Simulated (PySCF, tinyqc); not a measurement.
Worked calculation: CIS on RHF in the sto-6g basis, for BH, spin multiplicity 1. The lowest restricted solution is unstable here: a spin-polarised one lies 0.0078 hartree lower (PySCF). One step of it, computed by the program tinyqc.

Problem. Integrals over molecular orbitals. (pq|rs) = sum C_ip C_jq C_kr C_ls (ij|kl), one index at a time.

coefficients C, order 1B 1s, 1B 2s, 1B 2px, 1B 2py, 1B 2pz, 2H 1s:
```
[[0.995319, -0.223296, -0.168884, 0.000000, 0.000000, 0.103039],
 [0.017594, 0.737206, 0.671472, 0.000000, 0.000000, -0.479048],
 [0.000000, 0.000000, 0.000000, 0.875617, -0.483006, 0.000000],
 [0.000000, 0.000000, 0.000000, 0.483006, 0.875617, 0.000000],
 [0.003633, 0.156307, -0.576508, 0.000000, 0.000000, -0.905102],
 [-0.003464, 0.456029, -0.497631, 0.000000, 0.000000, 0.927388]]
```

core Hamiltonian H = T + V (hartree), order 1B 1s, 1B 2s, 1B 2px, 1B 2py, 1B 2pz, 2H 1s:
```
[[-12.792163, -3.170168, 0.000000, 0.000000, -0.011943, -0.393468],
 [-3.170168, -3.720046, 0.000000, 0.000000, -0.110455, -1.050014],
 [0.000000, 0.000000, -2.944922, 0.000000, 0.000000, 0.000000],
 [0.000000, 0.000000, 0.000000, -2.944922, 0.000000, 0.000000],
 [-0.011943, -0.110455, 0.000000, 0.000000, -3.018190, -1.063590],
 [-0.393468, -1.050014, 0.000000, 0.000000, -1.063590, -2.203128]]
```

Two-electron integrals (ij|kl) in chemists' order, unique and non-zero (hartree):
```
(11|11) 2.924993   (21|11) 0.480756   (21|21) 0.099484   (22|11) 0.743449
(22|21) 0.188967   (22|22) 0.544922   (31|31) 0.021096   (32|31) 0.030854
(32|32) 0.120443   (33|11) 0.743450   (33|21) 0.188967   (33|22) 0.544922
(33|33) 0.587109   (41|41) 0.021096   (42|41) 0.030854   (42|42) 0.120443
(43|43) 0.031641   (44|11) 0.743450   (44|21) 0.188967   (44|22) 0.544922
(44|33) 0.523827   (44|44) 0.587109   (51|51) 0.021096   (52|51) 0.030854
(52|52) 0.120443   (53|53) 0.031641   (54|54) 0.031641   (55|11) 0.743450
(55|21) 0.188967   (55|22) 0.544922   (55|33) 0.523827   (55|44) 0.523827
(55|55) 0.587109   (61|11) 0.060861   (61|21) 0.012219   (61|22) 0.023080
(61|33) 0.022956   (61|44) 0.022956   (61|51) 0.000962   (61|52) 0.001855
(61|55) 0.023328   (61|61) 0.001557   (62|11) 0.170256   (62|21) 0.044167
(62|22) 0.143213   (62|33) 0.138944   (62|44) 0.138944   (62|51) 0.005132
(62|52) 0.032063   (62|55) 0.151752   (62|61) 0.005790   (62|62) 0.056177
(63|31) 0.004244   (63|32) 0.020154   (63|53) 0.005744   (63|63) 0.005537
(64|41) 0.004244   (64|42) 0.020154   (64|54) 0.005744   (64|64) 0.005537
(65|11) 0.171116   (65|21) 0.044949   (65|22) 0.153094   (65|33) 0.145261
(65|44) 0.145261   (65|51) 0.008611   (65|52) 0.050826   (65|55) 0.168760
(65|61) 0.006148   (65|62) 0.069876   (65|65) 0.090693   (66|11) 0.346268
(66|21) 0.091585   (66|22) 0.336045   (66|33) 0.317666   (66|44) 0.317666
(66|51) 0.011480   (66|52) 0.097720   (66|55) 0.372801   (66|61) 0.012189
(66|62) 0.177940   (66|65) 0.238882   (66|66) 0.774999
```

Give: one-electron integrals over orbitals h = C^T H C; Two-electron integrals over orbitals.

Solution.

one-electron integrals over orbitals h = C^T H C (hartree):
```
[[-12.7822, 0.2946, 0.2134, 0.0000, 0.0000, -0.1339],
 [0.2946, -2.9499, -0.2352, 0.0000, 0.0000, 0.4621],
 [0.2134, -0.2352, -2.7633, 0.0000, 0.0000, -0.3120],
 [0.0000, 0.0000, 0.0000, -2.9449, 0.0000, 0.0000],
 [0.0000, 0.0000, 0.0000, 0.0000, -2.9449, 0.0000],
 [-0.1339, 0.4621, -0.3120, 0.0000, 0.0000, -2.4942]]
```

Two-electron integrals over orbitals (pq|rs), unique and non-zero (hartree):
```
(11|11) 2.9037    (21|11) -0.2593   (21|21) 0.0380    (22|11) 0.6080
(22|21) -0.0070   (22|22) 0.5057    (31|11) -0.1949   (31|21) 0.0259
(31|22) -0.0154   (31|31) 0.0293    (32|11) 0.1339    (32|21) -0.0091
(32|22) -0.0474   (32|31) 0.0044    (32|32) 0.1052    (33|11) 0.6366
(33|21) -0.0120   (33|22) 0.4341    (33|31) 0.0033    (33|32) 0.0406
(33|33) 0.5081    (41|41) 0.0220    (42|41) 0.0214    (42|42) 0.0718
(43|41) 0.0160    (43|42) 0.0448    (43|43) 0.0503    (44|11) 0.7431
(44|21) -0.0091   (44|22) 0.4593    (44|31) -0.0062   (44|32) 0.0695
(44|33) 0.4712    (44|44) 0.5871    (51|51) 0.0220    (52|51) 0.0214
(52|52) 0.0718    (53|51) 0.0160    (53|52) 0.0448    (53|53) 0.0503
(54|54) 0.0316    (55|11) 0.7431    (55|21) -0.0091   (55|22) 0.4593
(55|31) -0.0062   (55|32) 0.0695    (55|33) 0.4712    (55|44) 0.5238
(55|55) 0.5871    (61|11) 0.1213    (61|21) -0.0211   (61|22) -0.0069
(61|31) -0.0021   (61|32) 0.0151    (61|33) 0.0176    (61|44) 0.0038
(61|55) 0.0038    (61|61) 0.0247    (62|11) -0.1769   (62|21) 0.0030
(62|22) -0.0350   (62|31) 0.0128    (62|32) -0.0450   (62|33) -0.0011
(62|44) -0.0927   (62|55) -0.0927   (62|61) 0.0093    (62|62) 0.1103
(63|11) 0.1297    (63|21) -0.0033   (63|22) -0.0238   (63|31) 0.0058
(63|32) 0.0922    (63|33) 0.0531    (63|44) 0.0695    (63|55) 0.0695
(63|61) 0.0097    (63|62) -0.0617   (63|63) 0.1079    (64|41) -0.0093
(64|42) -0.0324   (64|43) -0.0045   (64|64) 0.0288    (65|51) -0.0093
(65|52) -0.0324   (65|53) -0.0045   (65|65) 0.0288    (66|11) 0.6339
(66|21) -0.0058   (66|22) 0.5184    (66|31) -0.0153   (66|32) -0.0621
(66|33) 0.4595    (66|44) 0.4537    (66|55) 0.4537    (66|61) -0.0087
(66|62) -0.0099   (66|63) -0.0372   (66|66) 0.5668
```
